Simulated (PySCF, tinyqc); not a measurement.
Worked calculation (part 2 of 2): RHF in the sto-3g basis, for CH2, spin multiplicity 1. The lowest restricted solution is unstable here: a spin-polarised one lies 0.0360 hartree lower (PySCF). Computed by tinyqc, a small Python program that keeps every step (integrals from PySCF). Command: `OMP_NUM_THREADS=1 python tinyqc.py 27156 27157 out.jsonl` (the two numbers bound the seeds that draw the settings). One thread of a shared host (Intel(R) Xeon(R) Processor @ 2.60GHz), about 0.07 s of CPU time with the checks.

Geometry (angstrom):
```
atom         x          y         z
C     0.000000   0.000000  0.000000
H     0.000000   0.988000  0.591000
H     0.000000  -0.988000  0.591000
```

## Iteration 49 (converged): orbitals

converged F (hartree), order 1C 1s, 1C 2s, 1C 2px, 1C 2py, 1C 2pz, 2H 1s, 3H 1s:
```
[[-10.988122, -2.953524, 0.000007, 0.000000, -0.025753, -0.655724, -0.655724],
 [-2.953524, -1.438279, -0.000005, 0.000000, -0.076482, -0.657206, -0.657206],
 [0.000007, -0.000005, 0.235894, 0.000000, 0.000081, 0.000021, 0.000021],
 [0.000000, 0.000000, 0.000000, -0.217147, 0.000000, -0.365712, 0.365712],
 [-0.025753, -0.076482, 0.000081, 0.000000, -0.228765, -0.254368, -0.254368],
 [-0.655724, -0.657206, 0.000021, -0.365712, -0.254368, -0.443562, -0.185705],
 [-0.655724, -0.657206, 0.000021, 0.365712, -0.254368, -0.185705, -0.443562]]
```

X, order 1C 1s, 1C 2s, 1C 2px, 1C 2py, 1C 2pz, 2H 1s, 3H 1s:
```
[[1.026921, -0.152166, 0.000000, 0.000000, -0.011193, 0.025426, 0.025426],
 [-0.152166, 1.256784, 0.000000, 0.000000, 0.113936, -0.313947, -0.313947],
 [0.000000, 0.000000, 1.000000, 0.000000, 0.000000, 0.000000, 0.000000],
 [0.000000, 0.000000, 0.000000, 1.163490, 0.000000, -0.271232, 0.271232],
 [-0.011193, 0.113936, 0.000000, 0.000000, 1.055827, -0.154376, -0.154376],
 [0.025426, -0.313947, 0.000000, -0.271232, -0.154376, 1.224081, -0.027373],
 [0.025426, -0.313947, 0.000000, 0.271232, -0.154376, -0.027373, 1.224081]]
```

Diagonalise F' = X^T F X, C = X C', fill 4 alpha and 4 beta electrons from the bottom; D = 2 C_occ C_occ^T. Each column has its largest component positive (the first on a tie).

F' = X^T F X (hartree):
```
[[-10.756498, -1.558665, 0.000008, 0.000000, -0.048199, -0.080606, -0.080606],
 [-1.558665, -0.596224, -0.000012, 0.000000, 0.125462, -0.415591, -0.415591],
 [0.000008, -0.000012, 0.235894, 0.000000, 0.000078, 0.000015, 0.000015],
 [0.000000, 0.000000, 0.000000, 0.129746, 0.000000, -0.430253, 0.430253],
 [-0.048199, 0.125462, 0.000078, 0.000000, -0.107773, -0.257764, -0.257764],
 [-0.080606, -0.415591, 0.000015, -0.430253, -0.257764, 0.013321, -0.047431],
 [-0.080606, -0.415591, 0.000015, 0.430253, -0.257764, -0.047431, 0.013321]]
```

orbital energies (hartree): [-10.994004, -0.806439, -0.514198, -0.284620, 0.235894, 0.590459, 0.704696]

coefficients C, order 1C 1s, 1C 2s, 1C 2px, 1C 2py, 1C 2pz, 2H 1s, 3H 1s:
```
[[0.993167, -0.219234, 0.000000, 0.125105, 0.000023, -0.170421, 0.000000],
 [0.029283, 0.688492, 0.000000, -0.571739, -0.000117, 1.005487, 0.000000],
 [-0.000001, -0.000018, 0.000000, -0.000150, 1.000000, 0.000043, 0.000000],
 [0.000000, 0.000000, 0.520285, 0.000000, 0.000000, 0.000000, 1.109119],
 [0.005374, 0.147200, 0.000000, 0.801621, 0.000092, 0.715015, 0.000000],
 [-0.006645, 0.271813, 0.456910, 0.225279, 0.000075, -0.845233, -0.804903],
 [-0.006645, 0.271813, -0.456910, 0.225279, 0.000075, -0.845233, 0.804903]]
```

D after iteration 49, order 1C 1s, 1C 2s, 1C 2px, 1C 2py, 1C 2pz, 2H 1s, 3H 1s:
```
[[2.100192, -0.386771, -0.000031, 0.000000, 0.146706, -0.076014, -0.076014],
 [-0.386771, 1.603527, 0.000147, 0.000000, -0.713629, 0.116291, 0.116291],
 [-0.000031, 0.000147, 0.000000, 0.000000, -0.000246, -0.000077, -0.000077],
 [0.000000, 0.000000, 0.000000, 0.541392, 0.000000, 0.475446, -0.475446],
 [0.146706, -0.713629, -0.000246, 0.000000, 1.328587, 0.441128, 0.441128],
 [-0.076014, 0.116291, -0.000077, 0.475446, 0.441128, 0.666887, -0.168178],
 [-0.076014, 0.116291, -0.000077, -0.475446, 0.441128, -0.168178, 0.666887]]
```

## Convergence

Stop when the energy changes by less than 1e-08 hartree and every element of the error matrix X^T (F D S - S D F) X is below 3e-05.

Course of the cycle:
```
iteration   E (hartree)     change  largest element of the error matrix
1          -31.91676692          -                             6.85e+00
2          -38.08371334  -6.17e+00                             4.45e-01
3          -38.30998939  -2.26e-01                             7.43e-02
4          -38.32769273  -1.77e-02                             5.06e-02
5          -38.33622200  -8.53e-03                             4.80e-02
6          -38.34232768  -6.11e-03                             4.34e-02
7          -38.34689529  -4.57e-03                             3.81e-02
8          -38.35028878  -3.39e-03                             3.30e-02
9          -38.35277883  -2.49e-03                             2.83e-02
10         -38.35458634  -1.81e-03                             2.41e-02
11         -38.35588757  -1.30e-03                             2.04e-02
12         -38.35681863  -9.31e-04                             1.72e-02
13         -38.35748192  -6.63e-04                             1.45e-02
14         -38.35795296  -4.71e-04                             1.23e-02
...                 ...        ...                                  ...
36         -38.35908902  -2.18e-07                             2.63e-04
37         -38.35908917  -1.53e-07                             2.21e-04
38         -38.35908928  -1.08e-07                             1.85e-04
39         -38.35908936  -7.62e-08                             1.56e-04
40         -38.35908941  -5.37e-08                             1.31e-04
41         -38.35908945  -3.79e-08                             1.10e-04
42         -38.35908947  -2.67e-08                             9.21e-05
43         -38.35908949  -1.88e-08                             7.73e-05
44         -38.35908951  -1.33e-08                             6.49e-05
45         -38.35908952  -9.34e-09                             5.45e-05
46         -38.35908952  -6.58e-09                             4.58e-05
47         -38.35908953  -4.64e-09                             3.84e-05
48         -38.35908953  -3.27e-09                             3.22e-05
49         -38.35908953  -2.30e-09                             2.71e-05
```

PySCF RHF in the same basis = -38.35908954 hartree

Converged in 49 iterations.

## Populations, bond orders and dipole

overlap S, order 1C 1s, 1C 2s, 1C 2px, 1C 2py, 1C 2pz, 2H 1s, 3H 1s:
```
[[1.000000, 0.248362, 0.000000, 0.000000, 0.000000, 0.053984, 0.053984],
 [0.248362, 1.000000, 0.000000, 0.000000, 0.000000, 0.456080, 0.456080],
 [0.000000, 0.000000, 1.000000, 0.000000, 0.000000, 0.000000, 0.000000],
 [0.000000, 0.000000, 0.000000, 1.000000, 0.000000, 0.382316, -0.382316],
 [0.000000, 0.000000, 0.000000, 0.000000, 1.000000, 0.228693, 0.228693],
 [0.053984, 0.456080, 0.000000, 0.382316, 0.228693, 1.000000, 0.123990],
 [0.053984, 0.456080, 0.000000, -0.382316, 0.228693, 0.123990, 1.000000]]
```

Mulliken: Z minus the diagonal of D S on the atom; Loewdin: the same with S^(1/2) D S^(1/2); Mayer order: 2 sum_s sum (D(s) S)_ij (D(s) S)_ji over the two atoms.

Charges (e):
```
atom   Mulliken    Loewdin
1C    -0.044755  -0.003410
2H     0.022378   0.001705
3H     0.022378   0.001705
```

Mayer bond orders:
```
pair     order
2-1   0.985706
3-1   0.985706
3-2   0.013793
```

dipole moment about the origin, x y z (debye): [-0.000359, 0.000000, 1.583818]
